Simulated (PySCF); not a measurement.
## NO(OH), singlet: computed properties

All numbers come from PBE0 in PySCF with N def2-TZVP, O def2-TZVP, H def2-TZVP; no relativity; density-fitted integrals.

The structure is a minimum.

Coordinates in bohr (charge 0 multiplicity 1):
```
N     0.1464    0.6229   -0.7107
O     1.9282   -0.5868   -0.2836
O    -1.8551   -0.0275    0.8842
H    -3.1917    1.0945    0.3423
```

```json
{
 "Point group": "Cs",
 "Bond lengths": "N–O 1.162 Å, N–O 1.397 Å, O–H 0.967 Å",
 "Bond angles": "H–O–N 102.9°, O–N–O 111.2°",
 "Principal polarisabilities": "10.8, 14.1, 27.4 bohr³",
 "Rotational symmetry number": "1",
 "Entropy at 298.15 K and 1 bar": "247.3 J/(mol K)",
 "Dipole moment": "2.20 D",
 "Zero-point energy": "54.5 kJ/mol",
 "Atomisation energy without zero-point energy": "1300 kJ/mol",
 "Heat capacity Cp at 298.15 K": "44.1 J/(mol K)",
 "Highest occupied level": "-8.11 eV",
 "Rotational constants": "3.236, 0.4312, 0.3805 cm⁻¹",
 "Enthalpy at 298.15 K above 0 K": "10.83 kJ/mol",
 "Lowest empty level": "-2.08 eV",
 "Principal quadrupole moments (Buckingham, traceless) about the centre of mass": "-3.79, -0.26, 4.05 D Å"
}
```

Harmonic modes (masses in u: N 14.003, O 15.995, H 1.008):
```csv
symmetry,ω (cm⁻¹),IR (km/mol)
a'',606,107
a',673,95.0
a',886,183
a',1325,194
a',1821,162
a',3801,83.8
```

Charges (e):
```json
{"atom": "N1", "Mulliken": "0.13", "Löwdin": "-0.15", "polar tensor": "0.82", "Mayer order to N1": "–"}
{"atom": "O2", "Mulliken": "-0.18", "Löwdin": "0.05", "polar tensor": "-0.46", "Mayer order to N1": "1.89"}
{"atom": "O3", "Mulliken": "-0.27", "Löwdin": "-0.06", "polar tensor": "-0.66", "Mayer order to N1": "1.02"}
{"atom": "H4", "Mulliken": "0.32", "Löwdin": "0.16", "polar tensor": "0.29", "Mayer order to N1": "0.02"}
```
Other Mayer orders above 0.3: O–H 0.88.

Mulliken populations on N1: s 3.82, p 2.89, d 0.15, f 0.01.

Only a few start shapes were tried, so a lower isomer may exist.

The final relaxation and frequency run took 38 s on 2 threads of a shared Arm Neoverse V2 host, with 99 basis functions and 20 gradients; the process peaked at 1.1 GiB. Launch command: `OMP_NUM_THREADS=2 python axn.py task.json out`.
